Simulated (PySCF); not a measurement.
Bonding in `[C-]#CC`

C3H3 (charge -1).
SMILES with atom numbers: `[C-:1]#[C:2][CH3:3]` (hydrogens: H4, H5, H6 on C3)

Cartesian coordinates in Å at the PBE0-D3(BJ)/def2-SVP level; atoms count from 1:
```
atom  x, y, z in Å
C1     2.2380    0.0046    0.0129
C2     0.9881    0.0037    0.0001
C3    -0.4739   -0.0001   -0.0114
H4    -0.9077   -0.7274   -0.7321
H5    -0.9222   -0.2596    0.9725
H6    -0.9160    0.9828   -0.2851
```

Bond orders from the PBE0/pcSseg-1 density (PySCF). Isolated species at its PBE0-D3(BJ)/def2-SVP geometry, gas phase. The pcSseg-1 basis has no diffuse functions, a weakness for an anion.

**Question.** How far do the computed orders between heavy atoms stray from the drawn ones?

**Answer.** The largest departure is 0.453, at C1–C2 (drawn triple, 3.453).

**Question.** Give the Mayer order of every bond, beside its length.

**Answer.** 
```csv
bond,drawn as,length (Å),Mayer order
C1–C2,triple,1.250,3.453
C2–C3,single,1.462,1.030
C3–H4,single,1.112,0.947
C3–H5,single,1.112,0.947
C3–H6,single,1.112,0.947
```

By pair of heavy elements: C–C: lowest C2–C3 (1.030, 1.462 Å), highest C1–C2 (3.453, 1.250 Å).

**Question.** Sum the orders of all bonds at each heavy atom with more than one neighbour and set the sums beside the valence in the SMILES.

**Answer.** C2 4.483 (drawn 4), C3 3.871 (drawn 4). Orders between atoms that aren't bonded are not in these sums.

The Mayer order sums products of elements of PS (density times overlap matrix) between the two atoms' basis functions, so it depends on the basis set.
